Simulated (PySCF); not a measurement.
Predicted microwave data (PBE0-D3(BJ)/def2-SVP geometry optimisation, gas phase (PySCF 2.14.0)) for one isomer of C3H5FOS:

```
Rotational constants : A = 4492, B = 2728, C = 1902 MHz
Dipole components    : |μa| = 2.19 D, |μb| = 3.34 D, |μc| = 0.24 D
Inertial defect      : -32.07 u·Å²
κ                    : -0.36
```

Question: Which structure is it? (One computed conformer of each.)
A. `[CH3:1][S@:2](=[O:3])/[CH:4]=[CH:5]/[F:6]` with C1–S2–C4–C5 116°
B. `[O:1]=[S@@:2]1[CH2:3][CH2:4][C@H:5]1[F:6]` with O1–S2–C3–C4 -131°, S2–C3–C4–C5 29°, C3–C4–C5–F6 -150°, O1–S2–C5–C4 132°
C. `[O:1]=[S@@:2]1[CH2:3][CH2:4][C@@H:5]1[F:6]` with O1–S2–C3–C4 -78°, S2–C3–C4–C5 -29°, C3–C4–C5–F6 147°, O1–S2–C5–C4 78°

Answer: B. It is O=[S@@]1CC[C@H]1F, an asymmetric top, point group C1. The candidates at the same level (rigid rotor, commonest isotopes):

| SMILES | A (MHz) | B (MHz) | C (MHz) | μa (D) | μb (D) | μc (D) | Δ (u·Å²) | point group | rotor |
| --- | --- | --- | --- | --- | --- | --- | --- | --- | --- |
| C[S@](=O)/C=C/F | 6204 | 1620 | 1432 | 0.57 | 3.14 | 0.49 | -40.56 | C1 | near-prolate asymmetric top |
| O=[S@@]1CC[C@@H]1F | 4111 | 3069 | 2199 | 0.66 | 3.90 | 2.11 | -57.82 | C1 | asymmetric top |
| O=[S@@]1CC[C@H]1F | 4492 | 2728 | 1902 | 2.19 | 3.34 | 0.24 | -32.07 | C1 | asymmetric top |

`C[S@](=O)/C=C/F` has B 41 % too low; `O=[S@@]1CC[C@@H]1F` has C 16 % too high. No structure here is proved a minimum.
